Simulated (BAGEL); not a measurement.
**HF/3-21G (density fitting with cc-pvqz-jkfit) run of CH3NS (thioformamide)**

What is the energy change on altering one bond length of CH3NS (thioformamide) at HF/3-21G (density fitting with cc-pvqz-jkfit)? 

Program for the calculation: BAGEL 1.2.2.

4 further runs of the same task are left out: 4 set aside as unsound or not needed.

**1. The system as given**

CH3NS: 6 atoms, total charge 0, spin state singlet. SMILES: `NC=S`. Geometry: relaxed at PBE0-D4/def2-TZVP. This is one conformer, not always the lowest.

Bond lengths: N1–C2 1.334 Å, C2–S3 1.630 Å, N1–H4 1.007 Å, N1–H5 1.005 Å, C2–H6 1.092 Å. Angles: N1–C2–S3 126.0°, N1–C2–H6 112.7°, S3–C2–H6 121.3°, C2–N1–H4 119.2°, C2–N1–H5 121.6°, H4–N1–H5 119.2°.

**2. A single-point energy at HF/3-21G (density fitting with cc-pvqz-jkfit)**

input.json

```json
{ "bagel" : [

{
  "title" : "molecule",
  "basis" : "3-21g",
  "df_basis" : "cc-pvqz-jkfit",
  "angstrom" : "true",
  "geometry" : [
    { "atom" : "N", "xyz" : [   -0.636300,   -0.048520,   -0.353380 ] },
    { "atom" : "C", "xyz" : [    0.513110,    0.141070,    0.297200 ] },
    { "atom" : "S", "xyz" : [    1.569440,   -1.020450,    0.735440 ] },
    { "atom" : "H", "xyz" : [   -0.905950,   -0.983900,   -0.612500 ] },
    { "atom" : "H", "xyz" : [   -1.239950,    0.718840,   -0.591650 ] },
    { "atom" : "H", "xyz" : [    0.699650,    1.192950,    0.524900 ] }
  ]
},
{ "title" : "hf" },
{ "title" : "print", "file" : "orbitals.molden", "orbitals" : "true" }

]}
```

Command:

```
BAGEL_NUM_THREADS=1 BAGEL input.json > input.out
```

What it wrote:

```text
* using 1 threads per process

  ===============================================================
  ===============================================================

  *** Geometry ***

  { "atom" : "N", "xyz" : [     -1.202433,     -0.091690,     -0.667791 ] },
  { "atom" : "C", "xyz" : [      0.969637,      0.266584,      0.561627 ] },
  { "atom" : "S", "xyz" : [      2.965812,     -1.928371,      1.389780 ] },
  { "atom" : "H", "xyz" : [     -1.711997,     -1.859302,     -1.157457 ] },
  { "atom" : "H", "xyz" : [     -2.343166,      1.358411,     -1.118056 ] },
  { "atom" : "H", "xyz" : [      1.322147,      2.254349,      0.991917 ] },

  Number of auxiliary basis functions:      513

  Since a DF basis is specified, we compute 2- and 3-index integrals:
    o Being stored without compression. Storage requirement is 0.006 GB

  Number of basis functions:       37
  Number of electrons      :       32

    * METHOD: MOLECULE                             0.19

  *** RHF ***

  === Nuclear Repulsion ===
    95.0918299023

      * DIIS with orbital gradients will be used.

  === RHF iteration (3-21g) ===
      0       -489.03030341          0.02153509           0.02
      1       -489.08575250          0.00985267           0.02
      2       -489.09692905          0.00205309           0.02
      3       -489.09769381          0.00048963           0.02
      4       -489.09774468          0.00016349           0.02
      5       -489.09775358          0.00006846           0.02
      6       -489.09775458          0.00002169           0.02
      7       -489.09775473          0.00000498           0.02
      8       -489.09775474          0.00000199           0.02
      9       -489.09775474          0.00000065           0.02
     10       -489.09775474          0.00000020           0.02
     11       -489.09775474          0.00000008           0.02
     12       -489.09775474          0.00000005           0.02
     13       -489.09775474          0.00000002           0.02
     14       -489.09775474          0.00000001           0.02
    * SCF iteration converged.

    * Permanent dipole moment:
           (    1.595324,    -1.062166,     0.744739) a.u.

    * METHOD: HF                                   0.41

    * METHOD: PRINT                                0.00

  ===============================================================
```

Wall time 0.76 s (1 thread of Arm Neoverse V2, shared host).

**3. The distorted shape**

input.json

```json
{ "bagel" : [

{
  "title" : "molecule",
  "basis" : "3-21g",
  "df_basis" : "cc-pvqz-jkfit",
  "angstrom" : true,
  "geometry" : [
    { "atom" : "N", "xyz" : [   -1.210969,   -0.143309,   -0.678650 ] },
    { "atom" : "C", "xyz" : [    0.513110,    0.141070,    0.297200 ] },
    { "atom" : "S", "xyz" : [    1.569440,   -1.020450,    0.735440 ] },
    { "atom" : "H", "xyz" : [   -1.480619,   -1.078689,   -0.937770 ] },
    { "atom" : "H", "xyz" : [   -1.814619,    0.624051,   -0.916920 ] },
    { "atom" : "H", "xyz" : [    0.699650,    1.192950,    0.524900 ] }
  ]
},
{
  "title" : "hf"
},
{
  "title" : "print",
  "file" : "orbitals.molden",
  "orbitals" : true
}

]}
```

Command:

```
BAGEL_NUM_THREADS=1 BAGEL input.json > input.out
```

What it wrote:

```text
* using 1 threads per process

  ===============================================================
  ===============================================================

  *** Geometry ***

  { "atom" : "N", "xyz" : [     -2.288400,     -0.270815,     -1.282463 ] },
  { "atom" : "C", "xyz" : [      0.969637,      0.266584,      0.561627 ] },
  { "atom" : "S", "xyz" : [      2.965812,     -1.928371,      1.389780 ] },
  { "atom" : "H", "xyz" : [     -2.797964,     -2.038427,     -1.772128 ] },
  { "atom" : "H", "xyz" : [     -3.429133,      1.179285,     -1.732728 ] },
  { "atom" : "H", "xyz" : [      1.322147,      2.254349,      0.991917 ] },

  Number of auxiliary basis functions:      513

  Since a DF basis is specified, we compute 2- and 3-index integrals:
    o Being stored without compression. Storage requirement is 0.006 GB

  Number of basis functions:       37
  Number of electrons      :       32

    * METHOD: MOLECULE                             0.19

  *** RHF ***

  === Nuclear Repulsion ===
    83.3100661373

      * DIIS with orbital gradients will be used.

  === RHF iteration (3-21g) ===
      0       -488.78664019          0.03581721           0.02
      1       -488.82778623          0.03313326           0.02
      2       -488.93984615          0.00306049           0.02
      3       -488.94395806          0.00120172           0.02
      4       -488.94509643          0.00057173           0.02
      5       -488.94534839          0.00030836           0.02
      6       -488.94539447          0.00012273           0.02
      7       -488.94540109          0.00003546           0.02
      8       -488.94540158          0.00001693           0.02
      9       -488.94540163          0.00000741           0.02
     10       -488.94540165          0.00000242           0.02
     11       -488.94540165          0.00000132           0.02
     12       -488.94540165          0.00000050           0.02
     13       -488.94540165          0.00000018           0.02
     14       -488.94540165          0.00000006           0.02
     15       -488.94540165          0.00000004           0.02
     16       -488.94540165          0.00000001           0.02
     17       -488.94540165          0.00000001           0.02
    * SCF iteration converged.

    * Permanent dipole moment:
           (    0.496504,    -0.708814,     0.186698) a.u.

    * METHOD: HF                                   0.50

    * METHOD: PRINT                                0.00

  ===============================================================
```

Wall time 0.85 s (1 thread of Arm Neoverse V2, shared host).

**4. What came out**

At HF/3-21G (density fitting with cc-pvqz-jkfit):

| quantity | value |
| --- | --- |
| first shape: total energy | -489.09775 Eh |
| first shape: dipole moment | 5.23 D |
| first shape: HOMO energy | -8.93 eV |
| first shape: LUMO energy | 3.17 eV |
| first shape: HOMO–LUMO gap | 12.10 eV |
| distorted shape: total energy | -488.94540 Eh |
| distorted shape: dipole moment | 2.25 D |
| distorted shape: HOMO energy | -9.65 eV |
| distorted shape: LUMO energy | 1.39 eV |
| distorted shape: HOMO–LUMO gap | 11.04 eV |
| energy change with the N1–C2 bond stretched from 1.334 to 2.001 Å | 4.146 eV |

What this shows: With the N1–C2 bond stretched from 1.334 to 2.001 Å the energy rises by 4.15 eV (400 kJ/mol). The first shape isn't relaxed at this level, so the change isn't measured from a minimum.
